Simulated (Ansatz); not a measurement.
**C2H2F+ (SMILES C=[C+]F): functionals against CCSD(T) at one geometry**

One table from this session's results is given with a row withheld; the runs are named, their logs left out.

Method: single points in def2-TZVPP; program: Ansatz 0.2.0, Gaussian basis.

Cores are frozen in the correlated methods.

1 further run of the same task is left out (it didn't finish).

## The starting structure

SMILES `C=[C+]F`, 5 atoms, charge 1, spin multiplicity 1.

Atoms are counted from 1 here; the program's logs count them from 0.

Bond lengths: C1–C2 1.266 Å, C1–H4 1.062 Å, C1–H5 1.122 Å, C2–F3 1.213 Å. Angles: C2–C1–H4 115.0°, C2–C1–H5 123.8°, H4–C1–H5 120.5°, C1–C2–F3 173.2°.

Coordinates:

```
atom    x (Å)    y (Å)    z (Å)
  C1  -0.2831   0.2188  -0.3742
  C2   0.3092  -0.3558   0.5863
  F3   0.8670  -1.0269   1.4294
  H4  -0.4589  -0.3937  -1.2235
  H5  -0.4694   1.3238  -0.4209
```

Set-up of the first run:

run/in.yaml

```yaml
crystal:
  periodic: [false, false, false]
  atoms:
    - {symbol: C, position_ang: [-0.283100, 0.218779, -0.374151]}
    - {symbol: C, position_ang: [0.309248, -0.355843, 0.586252]}
    - {symbol: F, position_ang: [0.866993, -1.026870, 1.429369]}
    - {symbol: H, position_ang: [-0.458922, -0.393693, -1.223502]}
    - {symbol: H, position_ang: [-0.469436, 1.323807, -0.420950]}
basis:
  gaussian: {orbitals: def2-TZVPP}
total_charge: 1
hamiltonian: {xc: pbe, dispersion: d4}
output: {forces: true}
```

Launch:

```
$ ansatz run in.yaml --threads 2 --pin off --events-out ev --progress --plain --max-ram 3481MiB
```

Steps of the session up to this table: PBE-D4/def2-TZVPP; r2SCAN-D4/def2-TZVPP; PBE0-D4/def2-TZVPP; wB97M-V/def2-TZVPP; CCSD(T)/def2-TZVPP.

One table of the session follows, with a row left open; its other results are not shown here.

| method | RMS force component (eV/Å) | angle to CCSD(T) forces (°) |
| --- | --- | --- |
| PBE-D4 | ? | ? |
| r2SCAN-D4 | 0.725 | 26.0 |
| PBE0-D4 | 0.754 | 27.8 |
| wB97M-V | 0.715 | 26.1 |
| CCSD(T) | 0.732 | reference |

Q: Estimate the row for PBE-D4 from the others.

The run gave: RMS force component (eV/Å): 0.731; angle to CCSD(T) forces (°): 25.9. In the column «RMS force component (eV/Å)» it lies between r2SCAN-D4 (0.725) and CCSD(T) (0.732).

Limits of these values: CCSD(T) in triple zeta still lacks some correlation energy of the bonds, so part of these gaps is its own basis error and they don't rank the functionals.
